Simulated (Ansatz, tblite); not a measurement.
## Band gap of 2H WSe₂: levels of theory against measurement

Reference value: 1.2 eV (measured, room temperature, no zero-point or thermal correction, bulk 2H; as tabulated in Bastos et al. (2019), arXiv:1903.08112).

Problem. What do GFN1-xTB, GFN2-xTB, IPEA1-xTB, LDA+SOC, PBE+SOC, PBEsol+SOC, r²SCAN+SOC, HSE06+SOC give, and how far is each from the reference?

Solution. 
```
level (code)              value (eV)  cell (Å³/atom)  difference (eV)
-------------------  ---------------  --------------  ---------------
GFN1-xTB (tblite)               1.89           19.24            +0.69
GFN2-xTB (tblite)               0.13           20.56            -1.07
IPEA1-xTB (tblite)              2.23           19.17            +1.03
LDA+SOC (Ansatz)     0.82 (indirect)           20.15            -0.38
PBE+SOC (Ansatz)     0.87 (indirect)           20.15            -0.33
PBEsol+SOC (Ansatz)  0.84 (indirect)           20.15            -0.36
r²SCAN+SOC (Ansatz)  1.00 (indirect)           20.15            -0.20
HSE06+SOC (Ansatz)   1.32 (indirect)           20.15            +0.12
```

Leaving aside GFN1-xTB (doubt noted below), GFN2-xTB (doubt noted below), IPEA1-xTB (doubt noted below): Once the reference is moved by up to 0.15 eV (a margin picked here for doubts on the reference and the settings, and for temperature and zero-point motion) and values within 0.03 eV count as equal, the nearest can be HSE06+SOC (+0.12 eV) or r²SCAN+SOC (-0.20 eV).

Semilocal Kohn–Sham gaps run low as a rule, and all computed gaps are for a static lattice, while measured ones hold electron–phonon shifts unless said otherwise. Spin–orbit coupling is included only where a level's name says +SOC; with heavier elements it mostly lowers gaps and can invert bands.  GFN1-xTB, GFN2-xTB, IPEA1-xTB: the gap is read on the k mesh or supercell of the run alone and can be too large. GFN1-xTB, GFN2-xTB: the method was fitted mainly to molecules. IPEA1-xTB: this parameter set was refitted to ionisation energies, not structures. Values are at the measured cell; GFN1-xTB at the level's own relaxed cell; GFN2-xTB at the level's own equilibrium cell; IPEA1-xTB at the level's own relaxed cell. Cutoffs and k meshes differ between the levels. Ansatz's density-functional and Hartree–Fock values are scalar-relativistic unless marked +SOC, with PAW data made under PBE.

Differences are worked out from the printed values.

Ansatz is a program for electronic structure.
